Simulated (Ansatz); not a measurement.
# CH₄N (quartet): the correlation ladder at distance C1–H5 along a hydrogen transfer = 1.090 Å, cc-pVDZ

The task here is to estimate one member of a computed series from the others.

Computed with Ansatz 0.2.0, Gaussian basis. Level: cc-pVDZ, core rule «outside noble gas», up to 2 orbitals frozen.

Plan: UHF; CCSD(T) on ROHF; CCSD(T) on UHF; BCCD(T) on ROHF; CISD; CCSDT(Q) on ROHF; CCSDT(Q) on UHF; CASSCF and MRCISD+Q, 5 electrons in 5 orbitals; CASSCF and NEVPT2, 5 electrons in 5 orbitals.

7 further runs of the same task are left out: 1 for a mislabelled method, 5 that didn't finish, 1 set aside as unsound or not needed.

### The system

The geometry derives from fragments relaxed apart (PBE0/def2-TZVP) and kept rigid, so it is no stationary point. A hydrogen atom is moved between rigid fragments.

6 atoms, charge 0, spin multiplicity 4.

Atoms are counted from 1 here; the program's logs count them from 0.

Bond lengths: C1–H2 1.090 Å, C1–H3 1.090 Å, C1–H4 1.090 Å, C1–H5 1.090 Å. Angles: H2–C1–H3 109.5°, H2–C1–H4 109.5°, H2–C1–H5 109.5°, H3–C1–H4 109.5°, H3–C1–H5 109.5°, H4–C1–H5 109.5°.

Set-up of the first run:

The input, in.yaml:

```yaml
crystal:
  periodic: [false, false, false]
  atoms:
    - {symbol: C, position_ang: [-1.128491, 0.000000, 0.000000]}
    - {symbol: H, position_ang: [-1.491697, 1.027301, 0.000000]}
    - {symbol: H, position_ang: [-1.491697, -0.513650, 0.889668]}
    - {symbol: H, position_ang: [-1.491697, -0.513650, -0.889669]}
    - {symbol: H, position_ang: [-0.038875, 0.000000, 0.000000]}
    - {symbol: N, position_ang: [1.292509, 0.000000, 0.000000]}
basis:
  gaussian: {orbitals: cc-pVDZ}
magnetization: {spin_polarized: true, initial_magnetization: 3}
hamiltonian: {xc: hf}
output: {orbitals: {seedname: orbitals}}
```

Started as:

```console
$ ansatz run in.yaml --threads 1 --pin off --events-out ev --progress --plain --max-ram 2393MiB
```

Steps of the session up to this table: UHF; CCSD(T) on ROHF; CCSD(T) on UHF; BCCD(T) on ROHF; CISD; CCSDT(Q) on ROHF; CCSDT(Q) on UHF; CASSCF and MRCISD+Q, 5 electrons in 5 orbitals; CASSCF and NEVPT2, 5 electrons in 5 orbitals.

One of the session's tables, all rows but one given; the rest of the session is left out.

```
       method  from UCCSDT(Q) (meV)
         ROHF               +8065.8
          UHF               +7896.3
         RMP2               +1259.8
         UMP2               +1242.6
         CISD                +736.7
        RCCSD                +182.7
        UCCSD                +179.2
     RCCSD(T)                     ?
     UCCSD(T)                 +25.5
      BCCD(T)                 +27.3
       RCCSDT                  +8.9
       UCCSDT                  +7.1
    RCCSDT(Q)                  +1.9
    UCCSDT(Q)                     0
  CASSCF pair               +7651.8
  NEVPT2 pair               +1284.7
  MRCISD pair                +688.6
MRCISD+Q pair                 +49.0
```

Estimate the missing values for RCCSD(T).

The run gave: from UCCSDT(Q) (meV): +27.0. In the column «from UCCSDT(Q) (meV)» it lies between UCCSD(T) (+25.5) and BCCD(T) (+27.3).

To keep in mind: Restricted and unrestricted rows rest on different reference determinants; where their highest levels disagree by more than a few hundredths of an eV, they describe different states and don't form one ladder.
